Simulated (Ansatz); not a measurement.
Energy needed to pull apart CH5NSi (SMILES C[SiH]=N), closed shell, into free ground-state atoms, from the structure below (displaced at random from its PBE0-D4/def2-TZVP minimum); no zero-point or spin–orbit terms; open-shell atoms are treated unrestricted, in their ground-state multiplicity.

```json
{"atom": "C1", "x (Å)": "-0.6309", "y (Å)": "0.8707", "z (Å)": "-0.4590"}
{"atom": "Si2", "x (Å)": "0.5723", "y (Å)": "-0.3022", "z (Å)": "0.1678"}
{"atom": "N3", "x (Å)": "0.2011", "y (Å)": "-1.4752", "z (Å)": "1.1510"}
{"atom": "H4", "x (Å)": "-0.8606", "y (Å)": "0.5727", "z (Å)": "-1.4819"}
{"atom": "H5", "x (Å)": "-0.5090", "y (Å)": "1.8153", "z (Å)": "-0.1515"}
{"atom": "H6", "x (Å)": "-1.5312", "y (Å)": "0.6127", "z (Å)": "-0.0254"}
{"atom": "H7", "x (Å)": "1.9559", "y (Å)": "-0.1715", "z (Å)": "-0.6442"}
{"atom": "H8", "x (Å)": "0.8702", "y (Å)": "-2.1699", "z (Å)": "1.2981"}
```

Computed with Ansatz 0.2.0 (basis: def2-TZVPP); correlated methods freeze the cores.

| method | atomization energy (kJ/mol) |
| --- | --- |
| PBE-D4 | ? |
| r2SCAN-D4 | ? |
| PBE0-D4 | 2680 |
| wB97M-V | 2701 |
| HF | 1866 |
| MP2 | 2633 |
| CCSD | 2563 |
| CCSD(T) | 2605 |

Question: What does PBE-D4 give? (Judge from chemistry; the value comes from the calculation.)

Answer: The calculation gives: 2733 kJ/mol, which is about 128 kJ/mol more than CCSD(T)/def2-TZVPP.

Question: What does r2SCAN-D4 give? (To be estimated.)

Answer: The calculation gives: 2687 kJ/mol, which is about 82 kJ/mol more than CCSD(T)/def2-TZVPP.

In triple zeta the MP2 and coupled-cluster atomization energies are still short of their basis limit by a few kcal/mol a bond, whereas those of the functionals are nearly converged, so these differences are not deviations from converged CCSD(T).

T1 diagnostic: at most 0.016.

For scale, one of the runs: CCSD(T)/def2-TZVPP forces, 174 basis functions (an equivalent command: `ansatz run in.yaml --threads 2`). Time: 120 s of wall clock on 2 CPU threads; the host was shared. Peak host memory: 2.7 GiB.
